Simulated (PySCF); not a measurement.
# HOMO energy and vertical ionisation energy

PBE0-D3(BJ)/ma-def2-TZVP single points (PySCF) on relaxed neutral molecules. The ionisation energy is the difference of two SCF energies at the neutral's structure.

```
                          molecule  −ε(HOMO) / eV  vertical ionisation energy / eV
            `C[Se][Se]C` (C2H6Se2)           6.50                             8.43
        hydroxylamine, `NO` (H3NO)           7.52                            10.46
    hydrogen peroxide, `OO` (H2O2)           8.12                            11.35
                  water, `O` (H2O)           9.05                                ?
     sulfur dioxide, `O=S=O` (O2S)           9.69                            12.45
sulfur trioxide, `O=S(=O)=O` (O3S)          10.11                            12.78
```

Problem. Fit a straight line to the complete rows and predict the ionisation energy of water, `O` (H2O).

Solution. IE = 1.659 + 1.125·(−ε) (5 points, rms 0.40 eV, correlation 0.967). At 9.05 this gives 11.84 eV; the calculation itself gave 12.57 eV, so the fit is off by 0.73.

(water) Hardware: 1 thread of Arm Neoverse V1, shared with other jobs. Command: `OMP_NUM_THREADS=1 python redox_run.py task.json out`. Structures, frequencies and single points: 6.7 s.
